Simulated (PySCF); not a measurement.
Several compounds and their computed core spectra got separated.

Method: delta-SCF UKS SCAN, pcX-2 on the ionised atom, pcseg-1 elsewhere, spin-free X2C (PySCF 2.14.0). Geometries: PBE0-D3(BJ)/def2-SVP; isolated species, one conformer each.

Line lists (1s up to Mg, 2p3/2 beyond; areas count atoms within a level, one atom standing for each set equivalent by bonding):
1. B 1s: 195.48 eV; C 1s: 290.67 (area 1), 291.14 (area 2) eV
2. B 1s: 198.65 eV; O 1s: 538.92 eV
3. Si 2p3/2: 108.29 eV; S 2p3/2: 168.92 eV

Structures:
A. `[Si-]#[S+]` (SiS)
B. `B=O` (BHO)
C. `BC1C=C1` (C3H5B)

Question: Match each list to its structure.

Answer: 
- 1 = C: no other candidate has this set of levels. B 1s: 195.48 three-coordinate boron; C 1s: 290.67 sp3 carbon bound to boron, 291.14 alkene CH carbon (×2).
- 2 = B: no other candidate has this set of levels. B 1s: 198.65 boron bonded to O and H; O 1s: 538.92 oxygen bonded to B.
- 3 = A: no other candidate has this set of levels. Si 2p3/2: 108.29 silicon bonded to S; S 2p3/2: 168.92 sulfur bonded to Si.

For 2p shells one spin-free hole was relaxed; a mean-field spin–orbit operator and the ground-state splitting of the three 2p orbitals were then diagonalised within the shell. The shell's mean is (2 × 2p3/2 + 2p1/2)/3, and the degeneracies 2j + 1 give areas of 2:1. 1 of these hole states is spin-contaminated (⟨S²⟩ 0.87, against 0.75; counted from 0.85) and less certain.
